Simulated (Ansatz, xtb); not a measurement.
**H2SSi: which of two structures lies lower**

We compare X, a singlet given by its coordinates, with Y, a singlet given by its coordinates. Both are isolated molecules in the gas phase, relaxed with r2SCAN-D4/def2-SVP.

X (Å):

```xyz
4

S    -0.5760   -0.5133   -0.7186
Si    0.6165   -0.7695    1.0488
H    -0.4890    0.8206   -0.9376
H     0.9687    0.7175    1.1689
```

Close contacts (Å): S1–Si2 2.15, S1–H3 1.35, Si2–H4 1.53.

Y (Å):

| atom | x (Å) | y (Å) | z (Å) |
| --- | --- | --- | --- |
| S | -0.6989 | -0.0978 | -1.5585 |
| Si | 0.8412 | -0.3574 | -0.1030 |
| H | 1.3669 | -1.5511 | -0.9056 |
| H | -1.3062 | 0.9741 | -0.9925 |

Close contacts (Å): S1–Si2 2.13, S1–H4 1.36, Si2–H3 1.53.

Energies in hartree; the thermal terms are from r2SCAN-D4/def2-SVP harmonic frequencies (ideal gas, rigid rotor, one conformer each, 298.15 K, 1 atm) and include the zero-point energy:

```
                                X           Y
E, CCSD(T)/def2-TZVPP  −687.961048  −687.965143
    zero-point energy     0.016495     0.016936
         H(298 K) − E     0.020876     0.021246
         G(298 K) − E    −0.008366    −0.007880
```

Work out ΔE, ΔE₀, ΔH and ΔG for X → Y in kcal/mol (1 Eh = 627.51 kcal/mol) and the equilibrium ratio [Y]/[X].

1. ΔE = −687.965143 − (−687.961048) = −0.004095 Eh = −2.57 kcal/mol.
2. ΔE₀ = ΔE + ΔZPE = −0.004095 + (+0.000441) Eh = −2.29 kcal/mol.
3. ΔH = ΔE + (+0.000370) Eh = −2.34 kcal/mol.
4. ΔG = ΔE + (+0.000486) Eh = −2.26 kcal/mol, so ΔS = (ΔH − ΔG)/T = −1.0 J/(mol K).
5. kT = 0.9442 mEh, so K = [Y]/[X] = exp(−ΔG/kT) = exp(+3.82) ≈ 46.

Structure Y is favoured at this temperature. An error of 1 kcal/mol in ΔG would change K by a factor of 5.4. Mirror images and further conformers aren't counted.

Other levels gave ΔE = −3.1 (r2SCAN-D4/def2-SVP); −2.3 (HF/def2-TZVPP); −2.8 (MP2/def2-TZVPP) kcal/mol. The correlated steps freeze 10 core orbitals. Programs: Ansatz 0.2.0.
